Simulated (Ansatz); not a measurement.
bcc Na was calculated with PBE (plane waves, PAW; Ansatz, a first-principles code).

Run with plane-wave cutoff 520 eV, 18×18×18 k mesh, Fermi–Dirac smearing 0.05 eV, scalar-relativistic PAW data made under PBE.

Pressure at four volumes; x = ln(V/36.966 Å³). One pressure is withheld.

```tsv
V (Å³/atom)	x	P (GPa)
34.748	-0.0619	0.538
36.966	0.0000	0.000
38.445	0.0392	-0.284
39.184	0.0583	?
```

### Question
Pass a parabola P(x) through the three rows shown, estimate the bulk modulus and its pressure derivative near zero pressure, and predict the withheld pressure.

### Answer
Slopes between the rows: (0.000 − (0.538))/(0.0000 − (-0.0619)) = -8.69 and (-0.284 − (0.000))/(0.0392 − (0.0000)) = -7.24 GPa. Their difference over the span 0.1011 is c = 1.45/0.1011 = 14.3 GPa, so P(x) = 0.538 + (-8.69)(x − (-0.0619)) + 14.3 (x − (-0.0619))(x − (0.0000)). At the middle row B = −dP/dx = −[-8.69 + 14.3 × 0.0619] = 7.8 GPa, and B′ = dB/dP = 2c/B = 3.7. At x = 0.0583 the parabola gives -0.406 GPa; the run gives -0.407 GPa. The Birch–Murnaghan fit to the energies at all volumes has B0 = 7.8 GPa and B′ = 3.7.

Measured, for comparison: bulk modulus 7.9 GPa (0 K value with the zero-point phonon effect removed, sources range from 7.6 to 7.9; as tabulated in Mejia-Rodriguez and Trickey (2018), arXiv:1807.09216). Computed less measured: bulk modulus -1.3 % (inside the range of the sources held).
